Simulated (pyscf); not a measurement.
`[O]=[V]([Cl])([Cl])[Cl]` + `[FH]` → `[O]=[V]([F])([Cl])[Cl]` + `[ClH]` (four-centre exchange; singlet surface; Cl–V, F–H broken, F–V, Cl–H formed). PySCF, gas phase, ωB97X-D3(BJ)/def2-SVP geometries. Energies in kcal/mol from the separated reactants.

| level | barrier | reaction energy |
|---|---|---|
| ωB97X-D3(BJ)/def2-TZVP | 12.7 | -0.3 |
| PBE/def2-TZVP | 9.0 | -2.7 |
| r²SCAN/def2-TZVP | 8.8 | -2.7 |
| B3LYP-D3(BJ)/def2-TZVP | [?] | -1.2 |
| ωB97M-D3(BJ)/def2-TZVP | 13.2 | -2.6 |
| HF/def2-TZVP | [?] | [?] |

Q: What belongs in the gaps?

A: 
- B3LYP-D3(BJ)/def2-TZVP, barrier: 12.6
- HF/def2-TZVP, barrier: 27.9
- HF/def2-TZVP, reaction energy: -4.6

The functionals in the table span 4.4 kcal/mol in this barrier, from r²SCAN to ωB97M-D3(BJ). This is the saddle that the search found; another between the same sides may lie lower.
